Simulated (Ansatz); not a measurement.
# BClSi: the cost of one run

Program: Ansatz 0.2.0, Gaussian basis. Level of theory: cc-pVTZ, core rule «outside noble gas», up to 11 orbitals frozen. These are calculated values, not measurements.

To be run: UHF; CCSD(T) on ROHF; CCSD(T) on UHF; BCCD(T) on ROHF; CCSDT(Q) on ROHF; CCSDT(Q) on UHF.

4 further runs of the same task are left out: 1 for a known fault of the program, 3 set aside as unsound or not needed.

## Step 1: The system

The geometry is a PBE0/def2-TZVP stationary point (not a proven minimum) of the parent state, kept for this charge and spin.

3 atoms, charge 1, spin multiplicity 2.

Atoms are counted from 1 here; the program's logs count them from 0.

Bond lengths: B1–Si2 1.913 Å, Si2–Cl3 2.063 Å. Angles: B1–Si2–Cl3 108.8°.

## Step 2: UHF

Input file in.yaml:

```yaml
crystal:
  periodic: [false, false, false]
  atoms:
    - {symbol: B, position_ang: [0.000000, -0.926286, 1.954475]}
    - {symbol: Si, position_ang: [0.000000, 0.557870, 0.746812]}
    - {symbol: Cl, position_ang: [0.000000, -0.159478, -1.187612]}
basis:
  gaussian: {orbitals: cc-pVTZ}
total_charge: 1
magnetization: {spin_polarized: true, initial_magnetization: 1}
hamiltonian: {xc: hf}
output: {orbitals: {seedname: orbitals}}
```

On the command line:

```sh
$ ansatz run in.yaml --threads 1 --pin off --events-out ev --progress --plain --max-ram 4096MiB --backend cpu
```

**Question.** How long does this run take on 1 thread of AMD EPYC 7R13, shared host, and how much memory does it need?

About 13 s, with a peak of 0.26 GiB.
